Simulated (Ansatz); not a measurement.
# Trichlorosilane (SiHCl₃): a spread of methods and bases

How do the results and run time of trichlorosilane (SiHCl₃) respond when the settings are drawn wide?

Method: the settings change from run to run; program: Ansatz 0.2.0, Gaussian basis.

### Step 1. The molecule

The geometry comes from an earlier relaxation with PBE0-D4 in a triple-zeta def2 set; it is a stationary point.

SMILES `Cl[SiH](Cl)Cl`, 5 atoms, charge 0, spin multiplicity 1.

Atoms are counted from 1 here; the program's logs count them from 0.

Bond lengths: Cl1–Si2 2.030 Å, Si2–Cl3 2.030 Å, Si2–Cl4 2.030 Å, Si2–H5 1.469 Å. Angles: Cl1–Si2–Cl3 109.5°, Cl1–Si2–Cl4 109.5°, Cl1–Si2–H5 109.4°, Cl3–Si2–Cl4 109.5°, Cl3–Si2–H5 109.4°, Cl4–Si2–H5 109.4°.

### Step 2. B2PLYP/6-31++G**

Options: density fitting with cc-pVTZ-jkfit.

in.yaml

```yaml
crystal:
  periodic: [false, false, false]
  atoms:
    - {symbol: Cl, position_ang: [1.690927, -0.571428, 0.891884]}
    - {symbol: Si, position_ang: [-0.081299, -0.012690, 0.075438]}
    - {symbol: Cl, position_ang: [0.017704, 1.933698, -0.491290]}
    - {symbol: Cl, position_ang: [-0.476020, -1.170517, -1.544185]}
    - {symbol: H, position_ang: [-1.151313, -0.179062, 1.068153]}
basis:
  gaussian: {orbitals: "6-31++G**", fitting: {mean_field: cc-pVTZ-jkfit}}
hamiltonian: {xc: {name: B2PLYP}}
```

The run is started by

```bash
> ansatz run in.yaml --threads 2 --pin off --events-out ev --progress --plain --max-ram 32768MiB --backend cpu
```

What it wrote:

```text
Functional definition: B2PLYP
  name "B2PLYP"
  cite "Grimme, J. Chem. Phys. 124, 034108 (2006) doi:10.1063/1.2148954"
  cite "Becke, Phys. Rev. A 38, 3098 (1988) doi:10.1103/PhysRevA.38.3098"
  cite "Lee, Yang & Parr, Phys. Rev. B 37, 785 (1988) doi:10.1103/PhysRevB.37.785"
  parameter a = 0.53
  parameter c = 0.27
  exchange = (1 - a)*b88_x + a*exact_x
  correlation = (1 - c)*lyp_c + c*(mp2_os + mp2_ss)
514 factors; integrals over basis functions are off by at most 2.9e-1 eV
mean field evaluation 1: about -45443.5682 eV, gradient 1.5e1 eV
mean field evaluation 2: about -45443.5677 eV, gradient 1.5e1 eV
mean field evaluation 4: about -45444.1949 eV, gradient 1.4e0 eV
mean field evaluation 8: about -45444.2014 eV, gradient 9.7e-3 eV
mean field -45444.20135971 eV, -1670.0435967834 hartree, gradient 3.2e-6 eV, S^2 0.000000; 0 other end points of the search recorded, 0 dependent functions left out
20 core orbitals not correlated: weight in the atoms' cores, before any rotation towards them, 1.000 or more for the frozen orbitals, at most 0.000 for the correlated occupied ones
reference -45444.20155247 eV, -1670.0436038670 hartree; 13, 13 occupied and 65, 65 virtual orbitals, 514 factors
second order -15.78515845 eV of doubles, -0.00000000 eV of singles
Total energy: -45448.46354525 eV, -1670.2002292128 hartree
```

It took 3.9 s on 2 threads, shared host.

### Step 3. PBE-QIDH/aug-cc-pVTZ

This run has multiplicity 3.

Changes to in.yaml since step 2:

```diff
@@ -9,3 +9,5 @@
 basis:
-  gaussian: {orbitals: "6-31++G**", fitting: {mean_field: cc-pVTZ-jkfit}}
-hamiltonian: {xc: {name: B2PLYP}}
+  gaussian: {orbitals: aug-cc-pVTZ}
+magnetization: {spin_polarized: true, initial_magnetization: 2}
+hamiltonian: {xc: {name: PBE-QIDH}}
+output: {forces: true}
```

Launched as before.

What it wrote, shortened:

```text
Functional definition: PBE-QIDH
  name "PBE-QIDH"
  cite "Brémond, Sancho-García, Pérez-Jiménez & Adamo, J. Chem. Phys. 141, 031101 (2014) doi:10.1063/1.4890314"
  cite "Perdew, Burke & Ernzerhof, Phys. Rev. Lett. 77, 3865 (1996) doi:10.1103/PhysRevLett.77.3865"
[...]
1262 factors; integrals over basis functions are off by at most 6.7e-4 eV
[...]
mean field -45428.58085019 eV, -1669.4695536464 hartree, gradient 7.4e-8 eV, S^2 2.012181; 6 other end points of the search recorded, 0 dependent functions left out
20 core orbitals not correlated: weight in the atoms' cores, before any rotation towards them, 1.000 or more for the frozen orbitals, at most 0.000 for the correlated occupied ones
reference -45428.58087432 eV, -1669.4695545333 hartree; 14, 12 occupied and 189, 191 virtual orbitals, 1262 factors
second order -21.17063666 eV of doubles, -0.00000000 eV of singles
[...]
Total energy: -45435.63775321 eV, -1669.7288900491 hartree
Atom 0 at     1.690927    -0.571428     0.891884 Å, force     1.220428    -0.590178     0.951958 eV/Å
Atom 1 at    -0.081299    -0.012690     0.075438 Å, force     0.778156     3.362955     4.690807 eV/Å
Atom 2 at     0.017704     1.933698    -0.491290 Å, force    -0.288465     1.342323    -0.171034 eV/Å
Atom 3 at    -0.476020    -1.170517    -1.544185 Å, force    -1.549352    -4.313560    -5.946032 eV/Å
Atom 4 at    -1.151313    -0.179062     1.068153 Å, force    -0.160766     0.198459     0.474301 eV/Å
Dipole moment:    -0.209932    -0.244402    -0.154113 e Å
```

Wall time 4 min (2 threads, shared host); peak memory 1.2 GiB.

Largest force 7.508 eV/Å, dipole 1.72 D, ⟨S²⟩ 2.012.

### Step 4. LC-wPBE/ANO-RCC-VTZP

Options: charge -1, multiplicity 2, restricted open-shell orbitals.

Changes to in.yaml since step 3:

```diff
@@ -9,5 +9,6 @@
 basis:
-  gaussian: {orbitals: aug-cc-pVTZ}
-magnetization: {spin_polarized: true, initial_magnetization: 2}
-hamiltonian: {xc: {name: PBE-QIDH}}
+  gaussian: {orbitals: ANO-RCC-VTZP}
+total_charge: -1
+magnetization: {spin_polarized: false, initial_magnetization: 1}
+hamiltonian: {xc: {name: LC-wPBE}}
 output: {forces: true}
```

Launched as before.

What it wrote, shortened:

```text
Functional definition: LC-wPBE
  name "LC-wPBE"
  cite "Vydrov & Scuseria, J. Chem. Phys. 125, 234109 (2006) doi:10.1063/1.2409292"
  cite "Heyd & Scuseria, J. Chem. Phys. 120, 7274 (2004) doi:10.1063/1.1668634"
  cite "Ernzerhof & Perdew, J. Chem. Phys. 109, 3313 (1998) doi:10.1063/1.476928"
  cite "Perdew, Burke & Ernzerhof, Phys. Rev. Lett. 77, 3865 (1996) doi:10.1103/PhysRevLett.77.3865"
  parent pbe
[...]
1383 factors; their error is unknown
358 factors; integrals over basis functions are off by at most 4.1e-5 eV
[...]
mean field -45587.39480951 eV, -1675.3058590034 hartree, gradient 3.7e-5 eV, S^2 0.750000; 4 other end points of the search recorded, 0 dependent functions left out
[...]
reference -45587.39480952 eV, -1675.3058590037 hartree; 34, 33 occupied and 116, 117 virtual orbitals, 1383 factors
Total energy: -45587.39480952 eV, -1675.3058590037 hartree
Relativity: scalar
Atom 0 at     1.690927    -0.571428     0.891884 Å, force     0.372123    -0.033786    -0.075354 eV/Å
Atom 1 at    -0.081299    -0.012690     0.075438 Å, force    -0.553982    -0.086288     0.514146 eV/Å
Atom 2 at     0.017704     1.933698    -0.491290 Å, force     0.188799     0.242106    -0.227450 eV/Å
Atom 3 at    -0.476020    -1.170517    -1.544185 Å, force     0.134457    -0.099609    -0.342647 eV/Å
Atom 4 at    -1.151313    -0.179062     1.068153 Å, force    -0.141397    -0.022423     0.131305 eV/Å
Dipole moment:     1.795904     0.279287    -1.666193 e Å
```

It took 22 s on 2 threads, shared host; peak memory 0.53 GiB.

Largest force 0.761 eV/Å.

### Step 5. SPW92/STO-3G

Set apart from the defaults: charge -1, multiplicity 2.

Changes to in.yaml since step 4:

```diff
@@ -9,6 +9,6 @@
 basis:
-  gaussian: {orbitals: ANO-RCC-VTZP}
+  gaussian: {orbitals: STO-3G}
 total_charge: -1
-magnetization: {spin_polarized: false, initial_magnetization: 1}
-hamiltonian: {xc: {name: LC-wPBE}}
+magnetization: {spin_polarized: true, initial_magnetization: 1}
+hamiltonian: {xc: {name: SPW92}}
 output: {forces: true}
```

The command is unchanged.

What it wrote, shortened:

```text
Functional definition: SPW92
  name "SPW92"
  cite "Dirac, Proc. Camb. Phil. Soc. 26, 376 (1930) doi:10.1017/S0305004100016108"
  cite "Slater, Phys. Rev. 81, 385 (1951) doi:10.1103/PhysRev.81.385"
  cite "Perdew & Wang, Phys. Rev. B 45, 13244 (1992) doi:10.1103/PhysRevB.45.13244"
[...]
402 factors; integrals over basis functions are off by at most 1.3e-5 eV
[...]
mean field -44802.86645500 eV, -1646.4749737475 hartree, gradient 3.3e-5 eV, S^2 0.750333; 0 other end points of the search recorded, 0 dependent functions left out
[...]
reference -44802.86647165 eV, -1646.4749743595 hartree; 34, 33 occupied and 3, 4 virtual orbitals, 402 factors
Total energy: -44802.86647165 eV, -1646.4749743595 hartree
Atom 0 at     1.690927    -0.571428     0.891884 Å, force     5.091855    -1.980180     3.452069 eV/Å
Atom 1 at    -0.081299    -0.012690     0.075438 Å, force    -1.264631    -0.197045     1.172914 eV/Å
Atom 2 at     0.017704     1.933698    -0.491290 Å, force    -0.467689     6.342499    -1.143512 eV/Å
Atom 3 at    -0.476020    -1.170517    -1.544185 Å, force    -2.108369    -3.970916    -4.642232 eV/Å
Atom 4 at    -1.151313    -0.179062     1.068153 Å, force    -1.251166    -0.194358     1.160762 eV/Å
Dipole moment:    -0.230600    -0.035794     0.213920 e Å
```

Run time: 0.81 s. Hardware: 2 threads, shared host.

Largest force 6.463 eV/Å, ⟨S²⟩ 0.750.

### Step 6. PBE0/6-31G*

Options: charge -1, multiplicity 2.

Changes to in.yaml since step 5:

```diff
@@ -9,6 +9,6 @@
 basis:
-  gaussian: {orbitals: STO-3G}
+  gaussian: {orbitals: "6-31G*"}
 total_charge: -1
 magnetization: {spin_polarized: true, initial_magnetization: 1}
-hamiltonian: {xc: {name: SPW92}}
+hamiltonian: {xc: {name: PBE0}}
 output: {forces: true}
```

Same command.

What it wrote, shortened:

```text
Functional definition: PBE0
  name "PBE0"
  cite "Adamo & Barone, J. Chem. Phys. 110, 6158 (1999) doi:10.1063/1.478522"
  cite "Perdew, Burke & Ernzerhof, Phys. Rev. Lett. 77, 3865 (1996) doi:10.1103/PhysRevLett.77.3865"
  parent pbe
[...]
689 factors; integrals over basis functions are off by at most 9.4e-4 eV
[...]
mean field -45446.52868628 eV, -1670.1291244572 hartree, gradient 1.0e-6 eV, S^2 0.751785; 6 other end points of the search recorded, 0 dependent functions left out
[...]
reference -45446.52871437 eV, -1670.1291254895 hartree; 34, 33 occupied and 44, 45 virtual orbitals, 689 factors
Total energy: -45446.52871437 eV, -1670.1291254895 hartree
Atom 0 at     1.690927    -0.571428     0.891884 Å, force     3.438383    -1.487144     2.777462 eV/Å
Atom 1 at    -0.081299    -0.012690     0.075438 Å, force    -0.071865    -0.010828     0.066509 eV/Å
Atom 2 at     0.017704     1.933698    -0.491290 Å, force    -0.619673     4.580887    -0.575370 eV/Å
Atom 3 at    -0.476020    -1.170517    -1.544185 Å, force    -1.817188    -2.939980    -3.130562 eV/Å
Atom 4 at    -1.151313    -0.179062     1.068153 Å, force    -0.929657    -0.142935     0.861961 eV/Å
Dipole moment:    -0.162287    -0.024691     0.150388 e Å
```

Wall time 13 s (2 threads, shared host).

Largest force 4.664 eV/Å, ⟨S²⟩ 0.752.

### Step 7. B3LYP/aug-cc-pVTZ

This run has D3(BJ) with three-body dispersion, high accuracy, the search for lower states set to full.

Changes to in.yaml since step 6:

```diff
@@ -9,6 +9,6 @@
 basis:
-  gaussian: {orbitals: "6-31G*"}
-total_charge: -1
-magnetization: {spin_polarized: true, initial_magnetization: 1}
-hamiltonian: {xc: {name: PBE0}}
+  gaussian: {orbitals: aug-cc-pVTZ}
+hamiltonian: {xc: {name: B3LYP}, dispersion: d3bjatm}
+accuracy: high
+scf: {lower_state_search: full}
 output: {forces: true}
```

The command is unchanged.

What it wrote, shortened:

```text
Functional definition: B3LYP
  name "B3LYP"
  cite "Stephens, Devlin, Chabalowski & Frisch, J. Phys. Chem. 98, 11623 (1994) doi:10.1021/j100096a001"
  cite "Becke, Phys. Rev. A 38, 3098 (1988) doi:10.1103/PhysRevA.38.3098"
  cite "Lee, Yang & Parr, Phys. Rev. B 37, 785 (1988) doi:10.1103/PhysRevB.37.785"
  cite "Vosko, Wilk & Nusair, Can. J. Phys. 58, 1200 (1980) doi:10.1139/p80-159"
[...]
3297 factors; integrals over basis functions are off by at most 3.6e-9 eV
[...]
mean field -45469.77328916 eV, -1670.9833478573 hartree, gradient 6.1e-8 eV, S^2 0.000000; 0 other end points of the search recorded, 0 dependent functions left out
[...]
reference -45469.77333061 eV, -1670.9833493807 hartree; 33, 33 occupied and 190, 190 virtual orbitals, 3297 factors
Total energy: -45470.11582148 eV, -1670.9959356879 hartree
Atom 0 at     1.690927    -0.571428     0.891884 Å, force     0.381003    -0.122775     0.182874 eV/Å
Atom 1 at    -0.081299    -0.012690     0.075438 Å, force    -0.342498    -0.053438     0.317836 eV/Å
Atom 2 at     0.017704     1.933698    -0.491290 Å, force     0.016477     0.424365    -0.119015 eV/Å
Atom 3 at    -0.476020    -1.170517    -1.544185 Å, force    -0.091296    -0.253376    -0.348120 eV/Å
Atom 4 at    -1.151313    -0.179062     1.068153 Å, force     0.036315     0.005223    -0.033575 eV/Å
Dipole moment:    -0.127007    -0.019790     0.117840 e Å
```

Wall time 40 s (2 threads, shared host); peak memory 1.4 GiB.

Largest force 0.470 eV/Å, dipole 0.84 D.

### Step 8. r2SCAN0/def2-SVP

Changes to in.yaml since step 7:

```diff
@@ -9,6 +9,3 @@
 basis:
-  gaussian: {orbitals: aug-cc-pVTZ}
-hamiltonian: {xc: {name: B3LYP}, dispersion: d3bjatm}
-accuracy: high
-scf: {lower_state_search: full}
-output: {forces: true}
+  gaussian: {orbitals: def2-SVP}
+hamiltonian: {xc: {name: r2SCAN0}}
```

The command is unchanged.

What it wrote, shortened:

```text
Functional definition: r2SCAN0
  name "r2SCAN0"
  cite "Bursch, Neugebauer, Ehlert & Grimme, J. Chem. Phys. 156, 134105 (2022) doi:10.1063/5.0086040"
  cite "Furness, Kaplan, Ning, Perdew & Sun, J. Phys. Chem. Lett. 11, 8208 (2020) doi:10.1021/acs.jpclett.0c02405"
  cite "Furness, Kaplan, Ning, Perdew & Sun, J. Phys. Chem. Lett. 11, 9248 (2020) doi:10.1021/acs.jpclett.0c03077"
  parent r2scan
[...]
694 factors; integrals over basis functions are off by at most 1.2e-3 eV
[...]
mean field -45448.39040391 eV, -1670.1975413181 hartree, gradient 5.6e-5 eV, S^2 0.000000; 0 other end points of the search recorded, 0 dependent functions left out
reference -45448.39040871 eV, -1670.1975414945 hartree; 33, 33 occupied and 44, 44 virtual orbitals, 694 factors
Total energy: -45448.39040871 eV, -1670.1975414945 hartree
```

Run time: 3 s. Hardware: 2 threads, shared host.

### Step 9. SPW92/def2-SVPD

Changes to in.yaml since step 8:

```diff
@@ -9,3 +9,4 @@
 basis:
-  gaussian: {orbitals: def2-SVP}
-hamiltonian: {xc: {name: r2SCAN0}}
+  gaussian: {orbitals: def2-SVPD}
+hamiltonian: {xc: {name: SPW92}}
+output: {forces: true}
```

Same command.

What it wrote, shortened:

```text
Functional definition: SPW92
  name "SPW92"
  cite "Dirac, Proc. Camb. Phil. Soc. 26, 376 (1930) doi:10.1017/S0305004100016108"
  cite "Slater, Phys. Rev. 81, 385 (1951) doi:10.1103/PhysRev.81.385"
  cite "Perdew & Wang, Phys. Rev. B 45, 13244 (1992) doi:10.1103/PhysRevB.45.13244"
[...]
1120 factors; their error is unknown
[...]
mean field -45299.07020207 eV, -1664.7101251136 hartree, gradient 2.5e-5 eV, S^2 0.000000; 0 other end points of the search recorded, 0 dependent functions left out
[...]
reference -45299.07024853 eV, -1664.7101268208 hartree; 33, 33 occupied and 80, 80 virtual orbitals, 1120 factors
Total energy: -45299.07024853 eV, -1664.7101268208 hartree
Atom 0 at     1.690927    -0.571428     0.891884 Å, force     0.343134    -0.097778     0.126995 eV/Å
Atom 1 at    -0.081299    -0.012690     0.075438 Å, force    -0.071051    -0.011234     0.065768 eV/Å
Atom 2 at     0.017704     1.933698    -0.491290 Å, force     0.040504     0.356655    -0.123612 eV/Å
Atom 3 at    -0.476020    -1.170517    -1.544185 Å, force    -0.049006    -0.206280    -0.313809 eV/Å
Atom 4 at    -1.151313    -0.179062     1.068153 Å, force    -0.263581    -0.041363     0.244658 eV/Å
Dipole moment:    -0.128209    -0.019971     0.118953 e Å
```

Wall time 1.6 s (2 threads, shared host).

Largest force 0.380 eV/Å, dipole 0.85 D.

### Step 10. B97M-V/aug-cc-pVDZ

Options: a grid of angular degree 23.

Changes to in.yaml since step 9:

```diff
@@ -9,4 +9,3 @@
 basis:
-  gaussian: {orbitals: def2-SVPD}
-hamiltonian: {xc: {name: SPW92}}
-output: {forces: true}
+  gaussian: {orbitals: aug-cc-pVDZ, final_grid: {core_spheres: 8, valence_spheres: 7, degree: 23}}
+hamiltonian: {xc: {name: B97M-V}}
```

Same command.

What it wrote, shortened:

```text
Functional definition: B97M-V
  name "B97M-V"
  cite "Mardirossian & Head-Gordon, J. Chem. Phys. 142, 074111 (2015) doi:10.1063/1.4907719"
  cite "Becke, J. Chem. Phys. 107, 8554 (1997) doi:10.1063/1.475007"
  cite "Vydrov & Van Voorhis, J. Chem. Phys. 133, 244103 (2010) doi:10.1063/1.3521275"
  # Of w^i u^j: cxij and so on, Table III.
[...]
  gx(w, u) = cx00 + cx01*u + cx02*u^2 + (cx10 + cx11*u)*w
  gss(w, u) = css00 + css02*u^2 + css10*w + (css32*w^3 + css42*w^4)*u^2
  gos(w, u) = cos00 + cos01*u + cos03*u^3 + cos10*w + cos32*w^3*u^2
[...]
      + integral(e_c_pw_mod_opposite_spin*gos(b97_w_opposite, b97_u_opposite)) + vv10(b, c)
1370 factors; their error is unknown
[...]
mean field -45454.84842702 eV, -1670.4348692901 hartree, gradient 1.9e-5 eV, S^2 0.000000; 0 other end points of the search recorded, 0 dependent functions left out
reference -45454.84852206 eV, -1670.4348727827 hartree; 33, 33 occupied and 84, 84 virtual orbitals, 1370 factors
Total energy: -45454.84852206 eV, -1670.4348727827 hartree
```

It took 4.7 s on 2 threads, shared host.

### Step 11. All runs side by side

| level | charge | multiplicity | geometry | functions | energy (eV) | time |
| --- | --- | --- | --- | --- | --- | --- |
| B2PLYP/6-31++G** | 0 | 1 | relaxed | 98 | -45448.464 | 3.9 s |
| PBE-QIDH/aug-cc-pVTZ | 0 | 3 | relaxed | 223 | -45435.638 | 4 min |
| LC-wPBE/ANO-RCC-VTZP | -1 | 2 | relaxed | 150 | -45587.395 | 22 s |
| SPW92/STO-3G | -1 | 2 | relaxed | 37 | -44802.866 | 0.81 s |
| PBE0/6-31G* | -1 | 2 | relaxed | 78 | -45446.529 | 13 s |
| B3LYP/aug-cc-pVTZ | 0 | 1 | relaxed | 223 | -45470.116 | 40 s |
| r2SCAN0/def2-SVP | 0 | 1 | relaxed | 77 | -45448.390 | 3 s |
| SPW92/def2-SVPD | 0 | 1 | relaxed | 113 | -45299.070 | 1.6 s |
| B97M-V/aug-cc-pVDZ | 0 | 1 | relaxed | 117 | -45454.849 | 4.7 s |

### Step 12. What came out

| quantity | value |
| --- | --- |
| runs | 9 |
| quickest | SPW92/STO-3G, 0.81 s |
| slowest | PBE-QIDH/aug-cc-pVTZ, 4 min |
| spread of total energies, same state and geometry | 171.0 eV |
| dipole, same state and geometry | 0.84 to 0.85 D |

In words: Run time spans a factor of 293, from SPW92/STO-3G to PBE-QIDH/aug-cc-pVTZ. The jobs differ in tasks and options as well as level. Total energies at one charge and spin differ by 171 eV between levels, so only differences within one level mean anything. At the PBE0-D4/def2-TZVP geometry and in the same state, runs without warnings or point charges leave forces up to 0.47 eV/Å (B3LYP/aug-cc-pVTZ).
